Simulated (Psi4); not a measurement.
# A workflow on AlH3 (SMILES [H][Al]([H])[H])

Aim: a structure relaxation (B3LYP-D4/3-21G), then the harmonic vibrations, then the energy (MP2/def2-TZVPP), then the excited states (TD-B3LYP/3-21G) of AlH3. 

The results are computed with Psi4 1.11.

## 1. The system as given

AlH3 has 4 atoms, charge 0, and is taken as a singlet. As SMILES, `[H][Al]([H])[H]`. The shape comes from GFN2-xTB, which is rough for such elements, and wasn't checked as a minimum. The run starts from this shape.

Bond lengths: Al1–H2 1.553 Å, Al1–H3 1.553 Å, Al1–H4 1.553 Å. Angles: H2–Al1–H3 120.0°, H2–Al1–H4 120.0°, H3–Al1–H4 120.0°.

## 2. A structure relaxation at B3LYP-D4/3-21G (density fitting) (run 1)

File calc.inp:

```
memory 1600 mb

molecule {
  0 1
  Al    -0.000010    -0.000020     0.000020
  H      1.552650    -0.030520     0.014610
  H     -0.749810     1.359840    -0.019120
  H     -0.802830    -1.329300     0.004480
  units angstrom
}

set basis 3-21G
set reference rks
set geom_maxiter 60

opt("b3lyp-d4")
print_variables()
```

The run is started by

```sh
$ psi4 -n 1 calc.inp calc.out
```

calc.out:

```text
[...]
  Running in c1 symmetry.
[...]
  Nuclear repulsion =   13.879459646128723
[...]
  Multiplicity = 1
[...]
  Nalpha       = 8
  Nbeta        = 8
[...]
    Number of basis functions: 19
[...]
   @DF-RKS iter   1:  -242.84685546816996   -4.16707e-01   6.77776e-03 DIIS/ADIIS
[...]
   @DF-RKS iter   4:  -242.86434393499721   -5.54223e-12   7.89365e-09 DIIS
[...]
    Orbital Energies [Eh]
    ---------------------
    Doubly Occupied:
       1A    -55.638316     2A     -4.110864     3A     -2.663430
       4A     -2.656671     5A     -2.656671     6A     -0.426195
       7A     -0.307574     8A     -0.307572
[...]
  @DF-RKS Final Energy:  -242.86434393499721
   => Energetics <=
    Nuclear Repulsion Energy =             13.4298041977175764
    One-Electron Energy =                -363.7215418437170911
    Two-Electron Energy =                 123.3022744597783458
    DFT Exchange-Correlation Energy =     -15.8731522697455336
    Empirical Dispersion Energy =          -0.0017284790305205
    VV10 Nonlocal Energy =                  0.0000000000000000
    Total Energy =                       -242.8643439349972084
[...]
 Multipole Moments:
 ------------------------------------------------------------------------------------
     Multipole            Electronic (a.u.)      Nuclear  (a.u.)        Total (a.u.)
 ------------------------------------------------------------------------------------
 L = 1.  Multiply by 2.5417464519 to convert [e a0] to [Debye]
 Dipole X            :          0.0000008            0.0000009            0.0000017
 Dipole Y            :          0.0000381           -0.0000212            0.0000169
 Dipole Z            :          0.0044764           -0.0026480            0.0018284
 Magnitude           :                                                    0.0018285
[...]
  -Total Gradient:
     Atom            X                  Y                   Z
    ------   -----------------  -----------------  -----------------
       1       -0.000001336598    -0.000001374865     0.000093253376
       2        0.000012949776    -0.000003977588    -0.000030932014
       3       -0.000001460103     0.000016699887    -0.000031373220
       4       -0.000007417716    -0.000007909807    -0.000031122012
[...]
```

Standard output:

```text
Optimizer: Optimization complete!
```

Run time: 5.4 s. Hardware: 1 thread of INTEL XEON PLATINUM 8581C at 2.10GHz (Emerald Rapids), shared host; peak memory 0.28 GiB.

Step by step:

| step | energy from the first frame kept (eV) | largest force (eV/Å) |
| --- | --- | --- |
| 0 | 0.0000 | 0.7756 |
| 1 | -0.0584 | 0.0076 |
| 2 | -0.0584 | 0.0048 |

After the run. Bond lengths: Al1–H2 1.605 Å, Al1–H3 1.605 Å, Al1–H4 1.605 Å. Angles: H2–Al1–H3 120.0°, H2–Al1–H4 120.0°, H3–Al1–H4 120.0°.

## 3. Vibrational wavenumbers at B3LYP-D4/3-21G (density fitting) (run 2)

File alh3.xyz:

```xyz
4
AlH3
Al    -0.000009    -0.000016     0.000119
H      1.604596    -0.031557     0.014218
H     -0.774898     1.405354    -0.020641
H     -0.829723    -1.373871     0.003750
```

File alh3.py:

```python
import psi4

psi4.set_memory('1600 MB')
psi4.set_num_threads(1)
psi4.core.set_output_file('run.log', False)

with open('alh3.xyz') as f:
    atoms = ''.join(f.readlines()[2:])
m = psi4.geometry('0 1\n' + atoms + '')

psi4.set_options({
    'basis': '3-21G',
    't': 600.0,
    'rotational_symmetry_number': 6,
})

E, wfn = psi4.frequencies("b3lyp-d4", return_wfn=True)
print(f'b3lyp-d4 energy: {E:.10f} Eh')
print('wavenumbers / cm^-1:', wfn.frequencies().np.round(1))
for k in ('ZPVE', 'ENTHALPY', 'GIBBS FREE ENERGY'):
    print(f'{k}: {psi4.variable(k):.8f} Eh')
```

The run is started by

```sh
$ python alh3.py
```

run.log:

```text
[...]
  Running in c1 symmetry.
[...]
  Nuclear repulsion =   13.429803662072603
[...]
  Multiplicity = 1
[...]
  Nalpha       = 8
  Nbeta        = 8
[...]
    Number of basis functions: 19
[...]
   @DF-RKS iter   1:  -242.85091877689183   -4.44878e-01   6.30430e-03 ADIIS/DIIS
[...]
   @DF-RKS iter   7:  -242.86434333947238   -3.12639e-13   4.53513e-10 DIIS
[...]
    Orbital Energies [Eh]
    ---------------------
    Doubly Occupied:
       1A    -55.638315     2A     -4.110863     3A     -2.663429
       4A     -2.656670     5A     -2.656670     6A     -0.426196
       7A     -0.307574     8A     -0.307573
[...]
  @DF-RKS Final Energy:  -242.86434333947238
   => Energetics <=
    Nuclear Repulsion Energy =             13.4298766235436666
    One-Electron Energy =                -363.7216915256343555
    Two-Electron Energy =                 123.3023551351847829
    DFT Exchange-Correlation Energy =     -15.8731550915185124
    Empirical Dispersion Energy =          -0.0017284810480280
    VV10 Nonlocal Energy =                  0.0000000000000000
    Total Energy =                       -242.8643433394724411
[...]
  -Total Gradient:
     Atom            X                  Y                   Z
    ------   -----------------  -----------------  -----------------
       1       -0.000004045112     0.000002686973     0.000093216324
       2        0.000012898673    -0.000001562046    -0.000030909176
       3       -0.000002051115     0.000007804878    -0.000031245415
       4       -0.000002958572    -0.000005085448    -0.000030946517
[...]
  ==> Harmonic Vibrational Analysis <==
[...]
  Freq [cm^-1]                 689.7183            743.7172            746.1500
[...]
  IR activ [km/mol]            329.2453            235.2560            235.4542
[...]
  Freq [cm^-1]                1906.0619           1925.4841           1925.8669
[...]
  IR activ [km/mol]             0.0126             232.3161            232.1752
[...]
  Total E_0, Enthalpy at 0 [K]                                                         -242.84626207 [Eh]
[...]
  Total H, Enthalpy at  600.00 [K]                                                     -242.83628592 [Eh]
[...]
  Total G, Gibbs energy at  600.00 [K]                                                 -242.89189795 [Eh]
[...]
```

Standard output:

```text
b3lyp-d4 energy: -242.8643438837 Eh
wavenumbers / cm^-1: [ 689.7  743.7  746.2 1906.1 1925.5 1925.9]
ZPVE: 0.01808181 Eh
ENTHALPY: -242.83628592 Eh
GIBBS FREE ENERGY: -242.89189795 Eh
```

Run time: 20 s. Hardware: 1 thread of INTEL XEON PLATINUM 8581C at 2.10GHz (Emerald Rapids), shared host; peak memory 0.27 GiB.

## 4. A single-point energy at MP2/def2-TZVPP (density fitting, density fitting for correlation) (run 3)

alh3.xyz is that of step 3.

File alh3.py:

```python
import psi4

psi4.set_memory('1600 MB')
psi4.set_num_threads(1)
psi4.set_output_file('alh3.out', False)

with open('alh3.xyz') as f:
    atoms = ''.join(f.readlines()[2:])
m = psi4.geometry('0 1\n' + atoms + '')

options = {'basis': 'def2-TZVPP', 'reference': 'rhf', 'num_frozen_docc': 5}
psi4.set_options(options)

result, w = psi4.energy('mp2', molecule=m, return_wfn=True)
print(f'mp2 energy: {result:.10f} Eh')
```

The run is started by

```sh
$ python alh3.py
```

alh3.out:

```text
[...]
  Running in c1 symmetry.
[...]
  Nuclear repulsion =   13.429803662072603
[...]
  Multiplicity = 1
[...]
  Nalpha       = 8
  Nbeta        = 8
[...]
    Number of basis functions: 84
[...]
   @DF-RHF iter   1:  -243.63444179494152   -6.33179e-01   1.45316e-03 DIIS/ADIIS
[...]
   @DF-RHF iter   8:  -243.64117489036983   -3.66640e-12   1.11750e-09 DIIS
[...]
    Orbital Energies [Eh]
    ---------------------
    Doubly Occupied:
       1A    -58.479217     2A     -4.894264     3A     -3.209852
       4A     -3.206867     5A     -3.206867     6A     -0.566321
       7A     -0.430257     8A     -0.430255
[...]
  @DF-RHF Final Energy:  -243.64117489036983
   => Energetics <=
    Nuclear Repulsion Energy =             13.4298036620726027
    One-Electron Energy =                -365.2941564101768677
    Two-Electron Energy =                 108.2231778577344130
    Total Energy =                       -243.6411748903698253
[...]
 Multipole Moments:
 ------------------------------------------------------------------------------------
     Multipole            Electronic (a.u.)      Nuclear  (a.u.)        Total (a.u.)
 ------------------------------------------------------------------------------------
 L = 1.  Multiply by 2.5417464519 to convert [e a0] to [Debye]
 Dipole X            :         -0.0000017            0.0000017            0.0000000
 Dipole Y            :          0.0000397           -0.0000227            0.0000169
 Dipole Z            :          0.0047271           -0.0026487            0.0020784
 Magnitude           :                                                    0.0020785
[...]
```

On the terminal:

```text
mp2 energy: -243.7349006886 Eh
```

Run time: 1.6 s. Hardware: 1 thread of INTEL XEON PLATINUM 8581C at 2.10GHz (Emerald Rapids), shared host; peak memory 0.2 GiB.

## 5. The vertical excitations at TD-B3LYP/3-21G (density fitting, save jk yes) (run 4)

File calc.py:

```python
import psi4

psi4.set_memory('1600 MB')
psi4.set_num_threads(1)
psi4.core.set_output_file('run.log', False)

molecule = psi4.geometry("""
Al    -0.000009    -0.000016     0.000119
H      1.604596    -0.031557     0.014218
H     -0.774898     1.405354    -0.020641
H     -0.829723    -1.373871     0.003750
symmetry c1
""")

psi4.set_options(dict(basis='3-21G', save_jk=True))

from psi4.driver.procrouting.response.scf_response import tdscf_excitations
energy_value, wavefunction = psi4.energy("b3lyp", molecule=molecule, return_wfn=True)
states = tdscf_excitations(wavefunction, states=6, tda=False)
for k, s in enumerate(states, 1):
    print(f"root {k}: {s['EXCITATION ENERGY'] * 27.211386:.4f} eV  f = {s['OSCILLATOR STRENGTH (LEN)']:.4f}  {s['SYMMETRY']}")
print(f'b3lyp energy: {energy_value:.10f} Eh')
```

The run is started by

```sh
$ python calc.py
```

run.log:

```text
[...]
  Running in c1 symmetry.
[...]
  Nuclear repulsion =   13.429803662072603
[...]
  Multiplicity = 1
[...]
  Nalpha       = 8
  Nbeta        = 8
[...]
    Number of basis functions: 19
[...]
   @DF-RKS iter   1:  -242.84919029794639   -4.44878e-01   6.30430e-03 DIIS/ADIIS
[...]
   @DF-RKS iter   5:  -242.86261540472407   -1.49719e-08   3.53850e-07 DIIS
[...]
    Orbital Energies [Eh]
    ---------------------
    Doubly Occupied:
       1A    -55.638316     2A     -4.110864     3A     -2.663430
       4A     -2.656671     5A     -2.656671     6A     -0.426195
       7A     -0.307573     8A     -0.307572
[...]
  @DF-RKS Final Energy:  -242.86261540472407
   => Energetics <=
    Nuclear Repulsion Energy =             13.4298036620726027
    One-Electron Energy =                -363.7215860291556169
    Two-Electron Energy =                 123.3023196791601919
    DFT Exchange-Correlation Energy =     -15.8731527168012789
    Empirical Dispersion Energy =           0.0000000000000000
    VV10 Nonlocal Energy =                  0.0000000000000000
    Total Energy =                       -242.8626154047240959
[...]
 Multipole Moments:
 ------------------------------------------------------------------------------------
     Multipole            Electronic (a.u.)      Nuclear  (a.u.)        Total (a.u.)
 ------------------------------------------------------------------------------------
 L = 1.  Multiply by 2.5417464519 to convert [e a0] to [Debye]
 Dipole X            :         -0.0000007            0.0000017            0.0000011
 Dipole Y            :          0.0000408           -0.0000227            0.0000181
 Dipole Z            :          0.0044777           -0.0026487            0.0018290
 Magnitude           :                                                    0.0018291
[...]
**********                               WARNING                                **********
**********       The names of excited state variables changed between 1.5       **********
[...]
**********                               WARNING                                **********
**********  Length-gauge rotatory strengths are **NOT** gauge-origin invariant  **********
[...]
                                    Excitation Energy         Total Energy        Oscillator Strength             Rotatory Strength
[...]
Excited State    1 (1 A):   0.18793 au   242.45 nm f = 0.0000
[...]
Excited State    3 (1 A):   0.34243 au   133.06 nm f = 0.5749
[...]
Excited State    4 (1 A):   0.34652 au   131.49 nm f = 0.0000
[...]
Excited State    5 (1 A):   0.34810 au   130.89 nm f = 0.0002
[...]
Excited State    6 (1 A):   0.34810 au   130.89 nm f = 0.0002
[...]
```

The script printed:

```text
root 1: 5.1137 eV  f = 0.0000  A
root 2: 5.1138 eV  f = 0.0000  A
root 3: 9.3181 eV  f = 0.5749  A
root 4: 9.4292 eV  f = 0.0000  A
root 5: 9.4722 eV  f = 0.0002  A
root 6: 9.4723 eV  f = 0.0002  A
b3lyp energy: -242.8626154047 Eh
```

Run time: 3.6 s. Hardware: 1 thread of INTEL XEON PLATINUM 8581C at 2.10GHz (Emerald Rapids), shared host; peak memory 0.25 GiB.

The roots found:

| excited state | energy (eV) | strength | label |
| --- | --- | --- | --- |
| 1 | 5.114 | 0.0000 | A 1 |
| 2 | 5.114 | 0.0000 | A 1 |
| 3 | 9.318 | 0.5749 | A 1 |
| 4 | 9.429 | 0.0000 | A 1 |
| 5 | 9.472 | 0.0002 | A 1 |
| 6 | 9.472 | 0.0002 | A 1 |

## 6. Summary of results

```
                                                                     quantity             value
                               run 1, B3LYP-D4/3-21G: total energy at the end     -242.86434 Eh
                                         run 1, B3LYP-D4/3-21G: dipole moment            0.00 D
                                           run 1, B3LYP-D4/3-21G: HOMO energy          -8.37 eV
                                           run 1, B3LYP-D4/3-21G: LUMO energy          -2.05 eV
                                         run 1, B3LYP-D4/3-21G: HOMO–LUMO gap           6.32 eV
                                     run 1, B3LYP-D4/3-21G: dispersion energy      -4.54 kJ/mol
                            run 2, B3LYP-D4/3-21G: lowest harmonic wavenumber          690 cm⁻¹
                           run 2, B3LYP-D4/3-21G: highest harmonic wavenumber         1926 cm⁻¹
                                     run 2, B3LYP-D4/3-21G: zero-point energy       47.5 kJ/mol
run 2, B3LYP-D4/3-21G: ideal-gas entropy at 600 K (symmetry number 6 as used)  58.2 cal/(mol K)
                                          run 3, MP2/def2-TZVPP: total energy     -243.73490 Eh
                   run 3, MP2/def2-TZVPP: HOMO energy (Hartree–Fock orbitals)         -11.71 eV
                   run 3, MP2/def2-TZVPP: LUMO energy (Hartree–Fock orbitals)           0.86 eV
                 run 3, MP2/def2-TZVPP: HOMO–LUMO gap (Hartree–Fock orbitals)          12.57 eV
           run 3, MP2/def2-TZVPP: correlation energy (5 core orbitals frozen)         -93.7 mEh
                     run 4, TD-B3LYP/3-21G: ground-state or mean-field energy     -242.86262 Eh
               run 4, TD-B3LYP/3-21G: dipole moment (B3LYP Kohn–Sham density)            0.00 D
                run 4, TD-B3LYP/3-21G: HOMO energy (B3LYP Kohn–Sham orbitals)          -8.37 eV
                run 4, TD-B3LYP/3-21G: LUMO energy (B3LYP Kohn–Sham orbitals)          -2.05 eV
              run 4, TD-B3LYP/3-21G: HOMO–LUMO gap (B3LYP Kohn–Sham orbitals)           6.32 eV
                              run 4, TD-B3LYP/3-21G: lowest excitation energy           5.11 eV
```

What this shows: The optimisation (run 1, B3LYP-D4/3-21G) took 3 steps and changed the energy by -0.058 eV. All 6 modes (run 2, B3LYP-D4/3-21G) are real, so the shape is a minimum at this level. The brightest of the 6 transitions from the ground state lies at 9.32 eV (133 nm, f = 0.575); the lowest, at 5.11 eV, has f = 0.000. Roots above 8.4 eV lie over the negative of the HOMO energy, where those of Rydberg kind are poorly described; valence roots are less touched.
